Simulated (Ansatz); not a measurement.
Solid chlorine

The numbers are results of LDA (plane waves, PAW; Ansatz, a program for electronic structure), not measurements.

Numerical settings: plane-wave cutoff 520 eV, 10×10×4 k mesh (along the axes of the cell as run), Fermi–Dirac smearing 0.01 eV, scalar-relativistic PAW data made under PBE.

Cell (measured lattice):

```
Cl
1.0
    3.15400     2.27915     0.00000
   -3.15400     2.27915     0.00000
    0.00000     0.00000     8.15490
Cl
4
Direct
  0.88946   0.88946   0.89339
  0.61054   0.61054   0.39339
  0.38946   0.38946   0.60661
  0.11054   0.11054   0.10661
```

```json
{
  "band_gap": "2.31 eV (direct)"
}
```

Note: cell and atoms aren't relaxed at this level (pressure -2.0 GPa).

Static lattice: no zero-point or thermal effects.

Computing time: about 24 core-seconds (a rough figure).
